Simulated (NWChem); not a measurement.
System: pyrrole (C$_{4}$H$_{5}$N); SMILES c1[nH]ccc1

Here is an NWChem input.

```
start job
memory heap 200 mb stack 900 mb global 1100 mb
geometry units angstroms noautoz
  C      0.707947    -0.986020     0.000000
  C     -0.713602    -0.981953     0.000000
  C     -1.118268     0.336322     0.000000
  N      0.003176     1.116063     0.000000
  C      1.120140     0.329923     0.000000
  H      1.359933    -1.857496     0.000000
  H     -1.370562    -1.849686     0.000000
  H     -2.113367     0.775729     0.000000
  H      0.006067     2.125810     0.000000
  H      2.117736     0.763634     0.000000
end
basis spherical
  * library sto-3g
end
dft
  xc b3lyp
  iterations 150
  mulliken
end
task dft energy
```

Excerpt of the output:

```
             Northwest Computational Chemistry Package (NWChem) 7.3.0
             --------------------------------------------------------

 C2V symmetry detected

                             Geometry "geometry" -> ""
                             -------------------------

 Output coordinates in angstroms (scale by  1.889725989 to convert to a.u.)

  No.       Tag          Charge          X              Y              Z
 ---- ---------------- ---------- -------------- -------------- --------------
    1 C                    6.0000     0.00000000     0.71077741    -0.98288118
    2 C                    6.0000     0.00000000    -0.71077741    -0.98288118
    3 C                    6.0000     0.00000000    -1.11920857     0.33423320
    4 N                    7.0000     0.00000000     0.00000000     1.11717690
    5 C                    6.0000     0.00000000     1.11920857     0.33423320
    6 H                    1.0000     0.00000000     1.36525308    -1.85248924
    7 H                    1.0000     0.00000000    -1.36525308    -1.85248924
    8 H                    1.0000     0.00000000    -2.11556014     0.77079398
    9 H                    1.0000     0.00000000     0.00000000     2.12692804
   10 H                    1.0000     0.00000000     2.11556014     0.77079398

 Effective nuclear repulsion energy (a.u.)     161.0198503307

      Symmetry information
      --------------------

 Group name             C2v
 Group number             16
 Group order               4
 No. of unique centers     6

                                 NWChem DFT Module
                                 -----------------

 Summary of "ao basis" -> "ao basis" (spherical)
 ------------------------------------------------------------------------------
       Tag                 Description            Shells   Functions and Types
 ---------------- ------------------------------  ------  ---------------------
 C                           sto-3g                  3        5   2s1p
 N                           sto-3g                  3        5   2s1p
 H                           sto-3g                  1        1   1s

      Symmetry analysis of basis
      --------------------------

        a1         14
        a2          2
        b1          3
        b2         11

            General Information
            -------------------
          SCF calculation type: DFT
          Wavefunction type:  closed shell.
          No. of atoms     :    10
          No. of electrons :    36
           Alpha electrons :    18
            Beta electrons :    18
          Charge           :     0
          Spin multiplicity:     1
          Use of symmetry is: on ; symmetry adaption is: on
          Maximum number of iterations: 150
          AO basis - number of functions:    30
                     number of shells:    20
          Convergence on energy requested:  1.00D-06
          Convergence on density requested:  1.00D-05
          Convergence on gradient requested:  5.00D-04

              XC Information
              --------------
                         B3LYP Method XC Potential
                     Hartree-Fock (Exact) Exchange  0.200
                        Slater Exchange Functional  0.800 local
                    Becke 1988 Exchange Functional  0.720 non-local
              Lee-Yang-Parr Correlation Functional  0.810
                  VWN I RPA Correlation Functional  0.190 local

             Grid Information
             ----------------
          Grid used for XC integration:  medium
          Radial quadrature: Mura-Knowles
          Angular quadrature: Lebedev.
          Tag              B.-S. Rad. Rad. Pts. Rad. Cut. Ang. Pts.
          ---              ---------- --------- --------- ---------
          C                   0.70       49           9.0       434
          N                   0.65       49           9.0       434
          H                   0.35       45          11.0       434
          Grid pruning is: on
          Number of quadrature shells:   282
          Spatial weights used:  Erf1

      Superposition of Atomic Density Guess
      -------------------------------------

 Sum of atomic energies:        -204.66209643

      Non-variational initial energy
      ------------------------------

 Total energy =    -206.474155
 1-e energy   =    -599.627966
 2-e energy   =     232.133961
 HOMO         =      -0.031129
 LUMO         =       0.292604

      Symmetry analysis of molecular orbitals - initial
      -------------------------------------------------

  Numbering of irreducible representations:

     1 a1          2 a2          3 b1          4 b2

  Orbital symmetries:

     1 a1          2 a1          3 b2          4 a1          5 b2
     6 a1          7 a1          8 b2          9 a1         10 b2
    11 a1         12 a1         13 b2         14 b1         15 b2
    16 a1         17 b1         18 a2         19 b1         20 a2
    21 a1         22 a1         23 b2         24 b2         25 a1
    26 b2         27 a1         28 b2

     ---------------------------------------------
      Total Density - Mulliken Population Analysis
     ---------------------------------------------

    Atom       Charge   Shell Charges
 -----------   ------   -------------------------------------------------------
    1 C    6     6.22   1.99  1.26  2.97
    2 C    6     6.22   1.99  1.26  2.97
    3 C    6     5.94   1.99  1.21  2.73
    4 N    7     7.26   2.00  1.47  3.79
    5 C    6     5.94   1.99  1.21  2.73
    6 H    1     0.92   0.92
    7 H    1     0.92   0.92
    8 H    1     0.92   0.92
    9 H    1     0.73   0.73
   10 H    1     0.92   0.92

   convergence    iter        energy       DeltaE   RMS-Dens  Diis-err
 ---------------- ----- ----------------- --------- --------- ---------
 d= 0,ls=0.0,diis     1   -207.5092289846 -3.69D+02  2.41D-02  2.17D-01
 d= 0,ls=0.0,diis     2   -207.5188357462 -9.61D-03  1.76D-02  1.20D-01
 d= 0,ls=0.0,diis     3   -207.5306291426 -1.18D-02  7.00D-03  4.94D-02
 d= 0,ls=0.0,diis     4   -207.5385755952 -7.95D-03  8.04D-04  5.15D-04
 d= 0,ls=0.0,diis     5   -207.5386451362 -6.95D-05  1.66D-04  3.62D-05
  Resetting Diis
 d= 0,ls=0.0,diis     6   -207.5386501996 -5.06D-06  1.50D-05  9.47D-08
 d= 0,ls=0.0,diis     7   -207.5386502217 -2.21D-08  4.18D-06  5.25D-09

         Total DFT energy =     -207.538650221704
      One electron energy =     -599.205431879417
           Coulomb energy =      261.123648694782
    Exchange-Corr. energy =      -30.476717367743
 Nuclear repulsion energy =      161.019850330674

 Numeric. integr. density =       35.999991140840

                  Occupations of the irreducible representations
                  ----------------------------------------------

                     irrep           alpha         beta
                     --------     --------     --------
                     a1                9.0          9.0
                     a2                1.0          1.0
                     b1                2.0          2.0
                     b2                6.0          6.0

                       DFT Final Molecular Orbital Analysis
                       ------------------------------------

 Vector   16  Occ=2.000000D+00  E=-3.168757D-01  Symmetry=a1
              MO Center= -1.5D-17,  3.3D-15, -6.5D-01, r^2= 2.4D+00
   Bfn.  Coefficient  Atom+Function         Bfn.  Coefficient  Atom+Function
  ----- ------------  ---------------      ----- ------------  ---------------
     4      0.472065   1 C  py                9     -0.472065   2 C  py
    15     -0.239322   3 C  pz               25     -0.239322   5 C  pz
    28     -0.200308   8 H  s                30     -0.200308  10 H  s
    26      0.177076   6 H  s                27      0.177076   7 H  s
    14      0.102599   3 C  py               24     -0.102599   5 C  py

 Vector   17  Occ=2.000000D+00  E=-1.724296D-01  Symmetry=b1
              MO Center=  6.8D-22, -6.0D-16, -3.0D-01, r^2= 2.0D+00
   Bfn.  Coefficient  Atom+Function         Bfn.  Coefficient  Atom+Function
  ----- ------------  ---------------      ----- ------------  ---------------
    18      0.594756   4 N  px                3     -0.529069   1 C  px
     8     -0.529069   2 C  px               13     -0.045630   3 C  px
    23     -0.045630   5 C  px

 Vector   18  Occ=2.000000D+00  E=-1.429001D-01  Symmetry=a2
              MO Center=  4.6D-17,  7.5D-16,  2.8D-03, r^2= 2.1D+00
   Bfn.  Coefficient  Atom+Function         Bfn.  Coefficient  Atom+Function
  ----- ------------  ---------------      ----- ------------  ---------------
    13      0.592648   3 C  px               23     -0.592648   5 C  px
     3     -0.335088   1 C  px                8      0.335088   2 C  px

 Vector   19  Occ=0.000000D+00  E= 1.455183D-01  Symmetry=b1
              MO Center= -5.0D-22, -9.5D-16,  2.8D-01, r^2= 2.0D+00
   Bfn.  Coefficient  Atom+Function         Bfn.  Coefficient  Atom+Function
  ----- ------------  ---------------      ----- ------------  ---------------
    13      0.649625   3 C  px               23      0.649625   5 C  px
    18     -0.596706   4 N  px                3     -0.330334   1 C  px
     8     -0.330334   2 C  px

 Vector   20  Occ=0.000000D+00  E= 2.041034D-01  Symmetry=a2
              MO Center= -2.9D-17,  1.1D-15, -6.5D-01, r^2= 1.8D+00
   Bfn.  Coefficient  Atom+Function         Bfn.  Coefficient  Atom+Function
  ----- ------------  ---------------      ----- ------------  ---------------
     3      0.738679   1 C  px                8     -0.738679   2 C  px
    13      0.439309   3 C  px               23     -0.439309   5 C  px

 Vector   21  Occ=0.000000D+00  E= 3.197744D-01  Symmetry=a1
              MO Center=  2.5D-18,  8.0D-16,  1.1D+00, r^2= 3.1D+00
   Bfn.  Coefficient  Atom+Function         Bfn.  Coefficient  Atom+Function
  ----- ------------  ---------------      ----- ------------  ---------------
    29     -1.018127   9 H  s                17      0.985473   4 N  s
    20      0.466146   4 N  pz               26     -0.355131   6 H  s
    27     -0.355131   7 H  s                14     -0.342903   3 C  py
    24      0.342903   5 C  py                2      0.266962   1 C  s
     7      0.266962   2 C  s                28     -0.257944   8 H  s

     ---------------------------------------------
      Total Density - Mulliken Population Analysis
     ---------------------------------------------

    Atom       Charge   Shell Charges
 -----------   ------   -------------------------------------------------------
    1 C    6     6.12   1.99  1.14  2.99
    2 C    6     6.12   1.99  1.14  2.99
    3 C    6     6.02   1.99  1.11  2.92
    4 N    7     7.27   1.99  1.44  3.84
    5 C    6     6.02   1.99  1.11  2.92
    6 H    1     0.93   0.93
    7 H    1     0.93   0.93
    8 H    1     0.92   0.92
    9 H    1     0.77   0.77
   10 H    1     0.92   0.92

     -------------------------------------------
      Total Density - Lowdin Population Analysis
     -------------------------------------------

    Atom       Charge   Shell Charges
 -----------   ------   -------------------------------------------------------
    1 C    6     6.10   1.99  1.03  3.08
    2 C    6     6.10   1.99  1.03  3.08
    3 C    6     6.04   1.98  1.02  3.03
    4 N    7     7.07   1.99  1.23  3.85
    5 C    6     6.04   1.98  1.02  3.03
    6 H    1     0.96   0.96
    7 H    1     0.96   0.96
    8 H    1     0.96   0.96
    9 H    1     0.84   0.84
   10 H    1     0.96   0.96

     Multipole analysis of the density
     ---------------------------------

     L   x y z        total         alpha         beta         nuclear
     -   - - -        -----         -----         ----         -------
     0   0 0 0     -0.000000    -18.000000    -18.000000     36.000000

     1   1 0 0      0.000000      0.000000      0.000000      0.000000
     1   0 1 0     -0.000000     -0.000000     -0.000000      0.000000
     1   0 0 1      0.793080      0.396540      0.396540     -0.000000

     2   2 0 0    -22.098273    -11.049137    -11.049137      0.000000
     2   1 1 0      0.000000      0.000000      0.000000      0.000000
     2   1 0 1      0.000000      0.000000      0.000000      0.000000
     2   0 2 0    -19.087007    -69.846298    -69.846298    120.605589
     2   0 1 1     -0.000000     -0.000000     -0.000000     -0.000000
     2   0 0 2    -16.774808    -69.533486    -69.533486    122.292165
```

Level: B3LYP/STO-3G. All runs use the structure optimised with PBE0/def2-SVP.
